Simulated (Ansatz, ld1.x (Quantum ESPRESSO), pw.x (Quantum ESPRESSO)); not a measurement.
# Rb (Z = 37): does the TM potential hold in the solid?

```json
{
 "Element": "Rb (Z = 37)",
 "Generator": "ld1.x (Quantum ESPRESSO) 7.5",
 "Type": "norm-conserving Troullier–Martins (Kleinman–Bylander form)",
 "Functional": "LDA (PW92)",
 "Relativity": "scalar-relativistic",
 "Frozen core": "[Kr]",
 "Valence charge": "1",
 "Reference configuration": "5s1 5p0",
 "Partial waves": "5p (bound, empty): rc 4.40 bohr; 4d channel at 0.1 Ry: rc 3.88 bohr; 5s (bound): rc 4.40 bohr",
 "Local potential": "the s channel",
 "Core correction": "none"
}
```

Atomic tests: cutoffs needed: 6 Ry and 6 Ry (the cutoffs (Ry, on a coarse ladder) from which the occupation-weighted sum of valence levels, in a spherical-Bessel basis at the reference potential, stays within 10 and 1 mRy of its value at 400 Ry); ghost test: no extra level below or beside the all-electron valence levels (p, d, s, f tested) (spherical-Bessel basis up to 400 Ry, 20 bohr box); largest excitation error: +64 meV (all-electron minus pseudo) for 5s0 5p1, out of 2 test configurations.

Crystal test: fcc Rb in pw.x 7.5, no spin, 9³ k-points, Fermi–Dirac smearing 0.01 Ry, cutoffs 35/140 Ry. The reference is all-electron LAPW (Ansatz 0.2.0) with the same functional, mesh and smearing; V0 and B0 come from Birch–Murnaghan fits to the pressures at five volumes. Errors are pseudo minus all-electron; Δ is the rms difference of the E(V) curves that follow from these fits, minima aligned, over ±6 % about the mean V0. Mesh and smearing are coarse, so the numbers serve the comparison and aren't converged zero-temperature values; the lattice is a test structure that the element need not adopt.

All-electron: a0 = 6.782 Å (V0 = 77.97 Å³/atom), B0 = 3.5 GPa.

Q: How far does the potential miss the all-electron equation of state?

A: mean pressure error (GPa): -0.29. The pressure does not cross zero within the volumes sampled, so no fit is given. This is a poor potential for the solid.

```
V (Å³/atom)  P all-electron (GPa)  P pseudo (GPa)
     74.322                  0.18           -0.17
     76.278                  0.08           -0.24
     78.234                 -0.01           -0.30
     80.190                 -0.09           -0.35
     82.146                 -0.16           -0.39
```

Q: At the middle volume, how do free energy and pressure move when the wave cutoff is lowered (ecutrho kept at four times it)?

A:

| cutoff (Ry) | shift of F (meV/atom) | shift of P (GPa) |
| --- | --- | --- |
| 16 | +0.0 | +0.00 |
| 21 | +0.0 | +0.00 |
| 28 | +0.0 | +0.00 |

Input at the middle volume:

```
&control
  calculation='scf', prefix='x', pseudo_dir='./', outdir='./tmp', tstress=.true., disk_io='none'
/
&system
  ibrav=0, nat=1, ntyp=1, ecutwfc=35, ecutrho=140, nbnd=7,
  occupations='smearing', smearing='fd', degauss=0.01
/
&electrons
  conv_thr=1e-09, mixing_beta=0.4, electron_maxstep=70
/
ATOMIC_SPECIES
Rb 1.0 Rb.UPF
CELL_PARAMETERS angstrom
  0.00000000 3.39459927 3.39459927
  3.39459927 0.00000000 3.39459927
  3.39459927 3.39459927 0.00000000
ATOMIC_POSITIONS crystal
Rb 0.0000 0.0000 0.0000
K_POINTS automatic
9 9 9 0 0 0
```

```bash
pw.x < Rb.scf.in > Rb.scf.out
```

Lines of the output:

```
Message from routine setup:
     using ibrav=0 with symmetry is DISCOURAGED, use correct ibrav instead
     lattice parameter (alat)  =       9.0720  a.u.
     unit-cell volume          =     527.9492 (a.u.)^3
     number of electrons       =         1.00
     number of Kohn-Sham states=            7
     kinetic-energy cutoff     =      35.0000  Ry
     charge density cutoff     =     140.0000  Ry
     scf convergence threshold =      1.0E-09
     Exchange-correlation= PW
     number of k points=    35  Fermi-Dirac smearing, width (Ry)=  0.0100
     iteration #  1     ecut=    35.00 Ry     beta= 0.40
     total energy              =      -0.38281383 Ry
     estimated scf accuracy    <       0.00025985 Ry
     iteration #  2     ecut=    35.00 Ry     beta= 0.40
     total energy              =      -0.38291350 Ry
     estimated scf accuracy    <       0.00010225 Ry
     iteration #  3     ecut=    35.00 Ry     beta= 0.40
     total energy              =      -0.38292263 Ry
     estimated scf accuracy    <       0.00000002 Ry
     iteration #  4     ecut=    35.00 Ry     beta= 0.40
     total energy              =      -0.38292292 Ry
     estimated scf accuracy    <          3.9E-09 Ry
     iteration #  5     ecut=    35.00 Ry     beta= 0.40
     total energy              =      -0.38292293 Ry
     estimated scf accuracy    <          7.0E-09 Ry
     iteration #  6     ecut=    35.00 Ry     beta= 0.40
     the Fermi energy is    -0.4826 ev
!    total energy              =      -0.38292293 Ry
     estimated scf accuracy    <          1.9E-10 Ry
     smearing contrib. (-TS)   =      -0.00374443 Ry
     The total energy is F=E-TS. E is the sum of the following terms:
     one-electron contribution =       0.21855976 Ry
     hartree contribution      =       0.00148466 Ry
     xc contribution           =      -0.24186042 Ry
     ewald contribution        =      -0.35736250 Ry
     convergence has been achieved in   6 iterations
          total   stress  (Ry/bohr**3)                   (kbar)     P=       -2.97
     Message from routine punch:
     Nothing written, as per user request (disk_io='none')
```

The run at the middle volume (35 k-points, 6 iterations) took about 5.1 s on one core of a shared host (Intel(R) Xeon(R) Platinum 8559C, 192 threads, 1488 GiB, load 81).
